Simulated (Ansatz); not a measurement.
Species, as SMILES: O (H2O).
Geometry (B3LYP-D3(BJ)/def2-TZVP, fixed):
```xyz
3

O      0.0070     0.0013     0.1167
H     -0.0500     0.7593    -0.4742
H     -0.0062    -0.7700    -0.4592
```
Charge 0, spin multiplicity 1.

Basis-set convergence of the dipole moment at CCSD(T) with Ansatz (a quantum-chemistry and plane-wave program). Dipoles come from the density behind the forces; the sign is taken along the dipole that this method gives in the largest set. The reference of a correlated method is not its basis-set limit, which lies further on. All functions are spherical. Cores are frozen. No added dispersion term, no relativity. Reference: the value in aug-pcseg-3, 1.839 D, itself unsure by roughly 0.001 D (its mean distance from aug-cc-pVQZ, def2-QZVPPD). Deviations are taken from unrounded values.

```tsv
basis	functions	dipole moment (D)	minus reference (D)
pcseg-0	13	2.425	0.586
pcseg-1	24	2.071	0.232
aug-pcseg-1	41	1.825	-0.014
pcseg-2	58	1.973	0.134
aug-pcseg-2	92	1.835	-0.004
pcseg-3	126	1.859	0.020
aug-pcseg-3	183	1.839	0.000
```

The smallest set listed that lies within 0.05 D of the reference with all its larger relatives (same family, alike in diffuse functions; a set with none counts only in the reference's own line) is aug-pcseg-1 (41 functions, -0.014 D off). Inside, with no larger relative to test it: pcseg-3.
